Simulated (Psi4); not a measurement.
Input file for Psi4: SAPT0/jun-cc-pV(D+d)Z on C2H8O2 (a complex).

```
memory 2025 MB

molecule dimer {
0 1
O    -1.94051441    0.34032572   -0.07967234
H    -0.99628241    0.31652872   -0.28380734
C    -2.45644441   -0.94768028   -0.34501134
H    -3.51432441   -0.93265728   -0.09631534
H    -2.36098941   -1.22906328   -1.39646234
H    -1.97921541   -1.72266528    0.26023966
--
0 1
O     1.90353759    0.20213672   -0.41881434
H     2.37232659    0.81652072   -0.98848034
C     2.41237159    0.35915572    0.90290266
H     1.85880259   -0.32904128    1.53303366
H     3.47136759    0.10871672    0.95962566
H     2.25993159    1.36984972    1.28079566
units angstrom
symmetry c1
no_reorient
no_com
}

set {
  basis jun-cc-pV(D+d)Z
  scf_type df
  freeze_core true
}

energy('sapt0')
```

The log:

```
[...]
==> Input File <==

--------------------------------------------------------------------------
memory 2025 MB

molecule dimer {
0 1
O    -1.94051441    0.34032572   -0.07967234
H    -0.99628241    0.31652872   -0.28380734
C    -2.45644441   -0.94768028   -0.34501134
H    -3.51432441   -0.93265728   -0.09631534
H    -2.36098941   -1.22906328   -1.39646234
H    -1.97921541   -1.72266528    0.26023966
--
0 1
O     1.90353759    0.20213672   -0.41881434
H     2.37232659    0.81652072   -0.98848034
C     2.41237159    0.35915572    0.90290266
H     1.85880259   -0.32904128    1.53303366
H     3.47136759    0.10871672    0.95962566
H     2.25993159    1.36984972    1.28079566
units angstrom
symmetry c1
no_reorient
no_com
}

set {
  basis jun-cc-pV(D+d)Z
  scf_type df
  freeze_core true
}

energy('sapt0')
--------------------------------------------------------------------------


   => Loading Basis Set <=

    Name: JUN-CC-PV(D+D)Z
    Role: ORBITAL
    Keyword: BASIS
    atoms 1, 7             entry O          line   256 file jun-cc-pv_dpd_z.gbs
    atoms 2, 4-6, 8, 10-12 entry H          line    60 file jun-cc-pv_dpd_z.gbs
    atoms 3, 9             entry C          line   188 file jun-cc-pv_dpd_z.gbs

   => Loading Basis Set <=

    Name: JUN-CC-PV(D+D)Z
    Role: ORBITAL
    Keyword: BASIS
    atoms 1, 7             entry O          line   256 file jun-cc-pv_dpd_z.gbs
    atoms 2, 4-6, 8, 10-12 entry H          line    60 file jun-cc-pv_dpd_z.gbs
    atoms 3, 9             entry C          line   188 file jun-cc-pv_dpd_z.gbs


  //>>>>>>>>>>>>>>>>>>>>>>>>>>>>>>>>>>>//
  //              Dimer HF             //
  //<<<<<<<<<<<<<<<<<<<<<<<<<<<<<<<<<<<//

   => Libint2 <=

    Primary   basis highest AM E, G, H:  7, 6, 3
    Auxiliary basis highest AM E, G, H:  7, 7, 4
    Onebody   basis highest AM E, G, H:  -, -, -
    Solid Harmonics ordering:            Gaussian


   => Loading Basis Set <=

    Name: JUN-CC-PV(D+D)Z
    Role: ORBITAL
    Keyword: BASIS
    atoms 1, 7             entry O          line   256 file jun-cc-pv_dpd_z.gbs
    atoms 2, 4-6, 8, 10-12 entry H          line    60 file jun-cc-pv_dpd_z.gbs
    atoms 3, 9             entry C          line   188 file jun-cc-pv_dpd_z.gbs


         ---------------------------------------------------------
                                   SCF
               by Justin Turney, Rob Parrish, Andy Simmonett
                          and Daniel G. A. Smith
                              RHF Reference
                        1 Threads,   1931 MiB Core
         ---------------------------------------------------------

  ==> Geometry <==

    Molecular point group: c1
    Full point group: C1

    Geometry (in Angstrom), charge = 0, multiplicity = 1:

       Center              X                  Y                   Z               Mass
    ------------   -----------------  -----------------  -----------------  -----------------
         O           -1.940514410000     0.340325720000    -0.079672340000    15.994914619570
         H           -0.996282410000     0.316528720000    -0.283807340000     1.007825032230
         C           -2.456444410000    -0.947680280000    -0.345011340000    12.000000000000
         H           -3.514324410000    -0.932657280000    -0.096315340000     1.007825032230
         H           -2.360989410000    -1.229063280000    -1.396462340000     1.007825032230
         H           -1.979215410000    -1.722665280000     0.260239660000     1.007825032230
         O            1.903537590000     0.202136720000    -0.418814340000    15.994914619570
         H            2.372326590000     0.816520720000    -0.988480340000     1.007825032230
         C            2.412371590000     0.359155720000     0.902902660000    12.000000000000
         H            1.858802590000    -0.329041280000     1.533033660000     1.007825032230
         H            3.471367590000     0.108716720000     0.959625660000     1.007825032230
         H            2.259931590000     1.369849720000     1.280795660000     1.007825032230

  Running in c1 symmetry.

  Rotational constants: A =      0.51455  B =      0.05011  C =      0.04944 [cm^-1]
  Rotational constants: A =  15425.86463  B =   1502.18156  C =   1482.24201 [MHz]
  Nuclear repulsion =  118.932693388269200

  Charge       = 0
  Multiplicity = 1
  Electrons    = 36
  Nalpha       = 18
  Nbeta        = 18

  ==> Algorithm <==

  SCF Algorithm Type is DF.
  DIIS enabled.
  MOM disabled.
  Fractional occupation disabled.
  Guess Type is SAD.
  Energy threshold   = 1.00e-08
  Density threshold  = 1.00e-08
  Integral threshold = 1.00e-12

  ==> Primary Basis <==

  Basis Set: JUN-CC-PV(D+D)Z
    Blend: JUN-CC-PV(D+D)Z
    Number of shells: 56
    Number of basis functions: 112
    Number of Cartesian functions: 116
    Spherical Harmonics?: true
    Max angular momentum: 2

   => Loading Basis Set <=

    Name: (JUN-CC-PV(D+D)Z AUX)
    Role: JKFIT
    Keyword: DF_BASIS_SCF
    atoms 1, 7             e
[...]
822588   111A     18.447704
     112A     33.515362

    Final Occupation by Irrep:
              A
    DOCC [     9 ]
    NA   [     9 ]
    NB   [     9 ]

  @DF-RHF Final Energy:  -115.05691387608231

   => Energetics <=

    Nuclear Repulsion Energy =             40.2980686276704390
    One-Electron Energy =                -236.7128814845644342
    Two-Electron Energy =                  81.3578989808116972
    Total Energy =                       -115.0569138760823051

Computation Completed


Properties will be evaluated at   0.000000,   0.000000,   0.000000 [a0]

Properties computed using the SCF density matrix


 Multipole Moments:

 ------------------------------------------------------------------------------------
     Multipole            Electronic (a.u.)      Nuclear  (a.u.)        Total (a.u.)
 ------------------------------------------------------------------------------------

 L = 1.  Multiply by 2.5417464519 to convert [e a0] to [Debye]
 Dipole X            :        -74.3984841           74.9559086            0.5574244
 Dipole Y            :        -10.3542677           10.8433883            0.4891205
 Dipole Z            :         -8.9113664            9.1687166            0.2573502
 Magnitude           :                                                    0.7849777

 ------------------------------------------------------------------------------------

  Constructing Basis Sets for SAPT...

   => Loading Basis Set <=

    Name: (JUN-CC-PV(D+D)Z AUX)
    Role: RIFIT
    Keyword: DF_BASIS_SAPT
    atoms 1, 7             entry O          line   188 file jun-cc-pvdz-ri.gbs
    atoms 2, 4-6, 8, 10-12 entry H          line    30 file jun-cc-pvdz-ri.gbs
    atoms 3, 9             entry C          line   100 file jun-cc-pvdz-ri.gbs

   => Loading Basis Set <=

    Name: (JUN-CC-PV(D+D)Z AUX)
    Role: JKFIT
    Keyword: DF_BASIS_ELST
    atoms 1, 7             entry O          line   258 file jun-cc-pvdz-jkfit.gbs
    atoms 2, 4-6, 8, 10-12 entry H          line    70 file jun-cc-pvdz-jkfit.gbs
    atoms 3, 9             entry C          line   146 file jun-cc-pvdz-jkfit.gbs


  //>>>>>>>>>>>>>>>>>>>>>>>>>>>>>>>>>>>//
  //               SAPT0               //
  //<<<<<<<<<<<<<<<<<<<<<<<<<<<<<<<<<<<//



        SAPT0
    Ed Hohenstein
     6 June 2009

      Orbital Information
  --------------------------
    NSO        =       112
    NMO        =       112
    NRI        =       372
    NRI (Elst) =       500
    NOCC A     =         9
    NOCC B     =         9
    FOCC A     =         2
    FOCC B     =         2
    NVIR A     =       103
    NVIR B     =       103

    Elst10,r            =    -0.003861180030 [Eh]
    Exch10              =     0.000342947039 [Eh]
    Exch10 (S^2)        =     0.000342841984 [Eh]

    Maxiter = 50
    CPHF R converge = 1.000000E-08

    Iter     Energy [mEh]          dE [mEh]         Residual      Time [s]
       1      -0.10703523       0.107035231     2.320843e-03             0
       2      -0.12206531       0.015030081     1.166879e-03             0
       3      -0.13004948       0.007984169     3.106832e-04             0
       4      -0.13057698       0.000527501     7.491213e-05             0
       5      -0.13010667      -0.000470308     1.250088e-05             0
       6      -0.13013181       0.000025139     4.459161e-06             0
       7      -0.13014694       0.000015126     7.927635e-07             0
       8      -0.13014429      -0.000002651     1.311509e-07             0
       9      -0.13014450       0.000000208     2.499289e-08             0
      10      -0.13014449      -0.000000004     5.670853e-09             0

    CHF Iterations converged

    Maxiter = 50
    CPHF R converge = 1.000000E-08

    Iter     Energy [mEh]          dE [mEh]         Residual      Time [s]
       1      -0.13134666       0.131346656     2.531873e-03             0
       2      -0.15607426       0.024727608     1.421377e-03             0
       3      -0.16823751       0.012163242     2.724252e-04             0
       4      -0.16792143      -0.000316072     7.602068e-05             0
       5      -0.16757539      -0.000346048     1.431200e-05             0
       6      -0.16761342       0.000038033     4.890558e-06             0
       7      -0.16762625       0.000012827     1.089168e-06             0
       8      -0.16762255      -0.000003693     1.847544e-07             0
       9      -0.16762276       0.000000210     4.351189e-08             0
      10      -0.16762279       0.000000025     9.751118e-09             0

    CHF Iterations converged

    Ind20,r (A<-B)      =    -0.000130144492 [Eh]
    Ind20,r (B<-A)      =    -0.000167622788 [Eh]
    Ind20,r             =    -0.000297767281 [Eh]
    Exch-Ind20,r (A<-B) =     0.000015034524 [Eh]
    Exch-Ind20,r (B<-A) =     0.000042218670 [Eh]
    Exch-Ind20,r        =     0.000057253194 [Eh]
    Disp20              =    -0.000563782139 [Eh]
    Disp20 (SS)         =    -0.000281891070 [Eh]
    Disp20 (OS)         =    -0.000281891070 [Eh]
    Exch-Disp20         =     0.000022994159 [Eh]
    Exch-Disp20 (SS)    =     0.000013286884 [Eh]
    Exch-Disp20 (OS)    =     0.000009707275 [Eh]

    SAPT Results
  --------------------------------------------------------------------------------------------------------
    Electrostatics                 -3.86118003 [mEh]      -2.42292705 [kcal/mol]     -10.13752677 [kJ/mol]
      Elst10,r                     -3.86118003 [mEh]      -2.42292705 [kcal/mol]     -10.13752677 [kJ/mol]

    Exchange                        0.34294704 [mEh]       0.21520252 [kcal/mol]       0.90040733 [kJ/mol]
      Exch10                        0.34294704 [mEh]       0.21520252 [kcal/mol]       0.90040733 [kJ/mol]
      Exch10(S^2)                   0.34284198 [mEh]       0.21513659 [kcal/mol]       0.90013150 [kJ/mol]

    Induction                      -0.28600226 [mEh]      -0.17946913 [kcal/mol]      -0.75089883 [kJ/mol]
      Ind20,r                      -0.29776728 [mEh]      -0.18685179 [kcal/mol]      -0.78178789 [kJ/mol]
      Exch-Ind20,r                  0.05725319 [mEh]       0.03592692 [kcal/mol]       0.15031824 [kJ/mol]
      delta HF,r (2)               -0.04548817 [mEh]      -0.02854426 [kcal/mol]      -0.11942918 [kJ/mol]

    Dispersion                     -0.54078798 [mEh]      -0.33934958 [kcal/mol]      -1.41983865 [kJ/mol]
      Disp20                       -0.56378214 [mEh]      -0.35377863 [kcal/mol]      -1.48020980 [kJ/mol]
      Exch-Disp20                   0.02299416 [mEh]       0.01442905 [kcal/mol]       0.06037116 [kJ/mol]
      Disp20 (SS)                  -0.28189107 [mEh]      -0.17688932 [kcal/mol]      -0.74010490 [kJ/mol]
      Disp20 (OS)                  -0.28189107 [mEh]      -0.17688932 [kcal/mol]      -0.74010490 [kJ/mol]
      Exch-Disp20 (SS)              0.01328688 [mEh]       0.00833765 [kcal/mol]       0.03488471 [kJ/mol]
      Exch-Disp20 (OS)              0.00970727 [mEh]       0.00609141 [kcal/mol]       0.02548645 [kJ/mol]

  Total HF                         -3.80423525 [mEh]      -2.38719366 [kcal/mol]      -9.98801827 [kJ/mol]
  Total SAPT0                      -4.34502323 [mEh]      -2.72654324 [kcal/mol]     -11.40785692 [kJ/mol]

  Special recipe for scaled SAPT0 (see Manual):
    Electrostatics sSAPT0          -3.86118003 [mEh]      -2.42292705 [kcal/mol]     -10.13752677 [kJ/mol]
    Exchange sSAPT0                 0.34294704 [mEh]       0.21520252 [kcal/mol]       0.90040733 [kJ/mol]
    Induction sSAPT0               -0.28594961 [mEh]      -0.17943609 [kcal/mol]      -0.75076060 [kJ/mol]
    Dispersion sSAPT0              -0.54076684 [mEh]      -0.33933631 [kcal/mol]      -1.41978313 [kJ/mol]
  Total sSAPT0                     -4.34494944 [mEh]      -2.72649694 [kcal/mol]     -11.40766318 [kJ/mol]
  --------------------------------------------------------------------------------------------------------



*** Psi4 exiting successfully. Buy a developer a beer!
```

The run finished.

Cost: about 10 core-seconds (a rough figure).
